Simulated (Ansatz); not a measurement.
# HCl (hydrogen chloride): levels of theory compared

We compute a comparison of 6 runs (PBE0/6-31G*, r2SCAN/6-31G*, RPA@PBE/6-31G*, CCSDT/3-21G, BCCD(T)/6-31G*, CCSDT/6-31G*) of HCl (hydrogen chloride). 

The calculation is run with Ansatz 0.2.0.

56 further runs of the same task are left out: 2 that didn't finish, 54 set aside as unsound or not needed.

## (1) The system as given

HCl has 2 atoms, charge 0, and is taken as a singlet. As SMILES, `Cl`. The H2–Cl1 distance was set to 2.558 Å, away from the relaxed value.

## (2) A single-point energy at PBE0/6-31G(d) (spherical functions) (run 1)

Contents of input.yaml:

```yaml
crystal:
  periodic: [false, false, false]
  atoms:
    - symbol: Cl
      position_ang: [1.638015, -0.535505, 0.842408]
    - symbol: H
      position_ang: [-0.546000, 0.178500, -0.280800]
basis:
  gaussian:
    orbitals: 6-31G_st_-spherical.json
hamiltonian:
  xc: pbe0
accuracy: high
```

The basis set 6-31G* is read from a file made from the Basis Set Exchange's data (not shown).

On the command line:

```
$ ansatz run input.yaml --threads 1 --pin off --max-ram 2610MiB --events-out events.jsonl --progress --plain --runs-dir runs
```

Standard output:

```text
Warning: RAYON_NUM_THREADS=1 ignored (pool sized by the plan → 1); use --threads N
Functional definition: PBE0
  name "PBE0"
  parameter a = 0.25
  parameter kappa = 0.804
  parameter beta = 0.06672455060314922
  exchange = (1 - a)*pbe_x(kappa = kappa, mu = beta*pi^2/3) + a*exact_x
  correlation = pbe_c(beta = beta)
319 factors; integrals over basis functions are off by at most 3.1e-9 eV
mean field evaluation 1: about -12525.8123 eV, gradient 2.2e1 eV
mean field evaluation 2: about -12513.3970 eV, gradient 5.2e1 eV
mean field evaluation 4: about -12529.3071 eV, gradient 7.9e0 eV
mean field evaluation 8: about -12529.6032 eV, gradient 1.7e-1 eV
mean field evaluation 16: about -12529.6034 eV, gradient 1.4e-6 eV
mean field -12529.60337129 eV, -460.4544310247 hartree, gradient 8.0e-8 eV, S^2 0.000000; 0 other end points of the search recorded, 0 dependent functions left out
reference -12529.60337280 eV, -460.4544310801 hartree; 9, 9 occupied and 11, 11 virtual orbitals, 319 factors
Total energy: -12529.60337280 eV, -460.4544310801 hartree
```

It took 0.4 s on 1 thread of Arm Neoverse V2, shared host.

## (3) The energy at r2SCAN/6-31G(d) (spherical functions) (run 2)

Contents of job.yaml:

```yaml
crystal:
  periodic: [false, false, false]
  atoms:
    - {symbol: Cl, position_ang: [1.638015, -0.535505, 0.842408]}
    - {symbol: H, position_ang: [-0.546000, 0.178500, -0.280800]}
basis:
  gaussian:
    orbitals: 6-31G_st_-spherical.json
hamiltonian:
  xc: r2scan
accuracy: high
```

The basis set 6-31G* is read from a file made from the Basis Set Exchange's data (not shown).

On the command line:

```
$ ansatz run job.yaml --threads 1 --pin off --max-ram 2610MiB --events-out events.jsonl --progress --plain --runs-dir runs
```

Standard output:

```text
Warning: RAYON_NUM_THREADS=1 ignored (pool sized by the plan → 1); use --threads N
Functional definition: r2SCAN
  name "r2SCAN"
  parameter k0 = 0.174
  parameter k1 = 0.065
  parameter a1 = 4.9479
  exchange = r2scan_x(k0 = k0, k1 = k1, a1 = a1)
  correlation = r2scan_c
319 factors; integrals over basis functions are off by at most 3.1e-9 eV
mean field evaluation 1: about -12529.4008 eV, gradient 2.2e1 eV
mean field evaluation 2: about -12512.9214 eV, gradient 5.1e1 eV
mean field evaluation 4: about -12533.0911 eV, gradient 1.4e0 eV
mean field evaluation 8: about -12533.0970 eV, gradient 3.8e-1 eV
mean field evaluation 16: about -12533.0977 eV, gradient 6.3e-7 eV
mean field -12533.09771368 eV, -460.5828457390 hartree, gradient 1.8e-8 eV, S^2 0.000000; 0 other end points of the search recorded, 0 dependent functions left out
reference -12533.09771405 eV, -460.5828457526 hartree; 9, 9 occupied and 11, 11 virtual orbitals, 319 factors
Total energy: -12533.09771405 eV, -460.5828457526 hartree
```

It took 1.1 s on 1 thread of Arm Neoverse V2, shared host.

Runs 3 to 5 aren't shown in full; the table further down has their settings and results.

## (4) The energy at CCSDT/6-31G(d) (spherical functions) (run 6)

Contents of run.yaml:

```yaml
basis:
  gaussian:
    orbitals: 6-31G_st_-spherical.json
crystal:
  periodic: [false, false, false]
  atoms:
    - {symbol: Cl, position_ang: [1.638015, -0.535505, 0.842408]}
    - {symbol: H, position_ang: [-0.546000, 0.178500, -0.280800]}
correlation:
  method: ccsdt
  frozen_orbitals: {Cl: 5, H: 0}
accuracy: high
scf:
  omitted_lower_state_checks: [cluster_reference, increment]
```

The basis set 6-31G* is read from a file made from the Basis Set Exchange's data (not shown).

On the command line:

```
$ ansatz run run.yaml --threads 1 --pin off --max-ram 2610MiB --events-out events.jsonl --progress --plain --runs-dir runs
```

Standard output:

```text
Warning: RAYON_NUM_THREADS=1 ignored (pool sized by the plan → 1); use --threads N
[... 13 lines left out ...]
5 core orbitals not correlated: weight in the atoms' cores, before any rotation towards them, 1.000 or more for the frozen orbitals, at most 0.000 for the correlated occupied ones
[... 30 lines left out ...]
WARN: these amplitudes may be one of several solutions (largest doubles amplitude 0.56, level shift 4.21 eV)
Total energy: -12519.41964707 eV, -460.0801860623 hartree
Checks for a lower state left out: cluster_reference, increment
```

It took 0.42 s on 1 thread of Arm Neoverse V2, shared host.

## (5) All runs side by side

| run | level | frozen core orbitals | energy (Eh) | wall time |
| --- | --- | --- | --- | --- |
| 1 | PBE0/6-31G* (spherical functions) | – | -460.454431 | 0.4 s |
| 2 | r2SCAN/6-31G* (spherical functions) | – | -460.582846 | 1.1 s |
| 3 | RPA@PBE/6-31G* (spherical functions) | 5 | -460.141471 | 0.66 s |
| 4 | CCSDT/3-21G | 5 | -457.823679 | 0.24 s |
| 5 | BCCD(T)/6-31G* (spherical functions) | 5 | -460.080478 | 0.26 s |
| 6 | CCSDT/6-31G* (spherical functions) | 5 | -460.080186 | 0.42 s |

## (6) What came out

| quantity | value |
| --- | --- |
| run 6: total energy | -460.08019 Eh |
| run 6: correlation energy (5 core orbitals frozen) | -221.5 mEh |
| run 6: T1 diagnostic | 0.049 |

In words: Totals of different functionals can't be ranked against each other. In runs 3, 4, 5, 6 the log says that unrestricted orbitals would lower the reference, so the values rest on an unstable closed-shell determinant (other closed-shell runs at this shape may share the fault). In runs 1, 2, 3 a closed-shell determinant meets a far-stretched bond, which it describes badly. All runs together took 3.1 s, the longest 1.1 s.
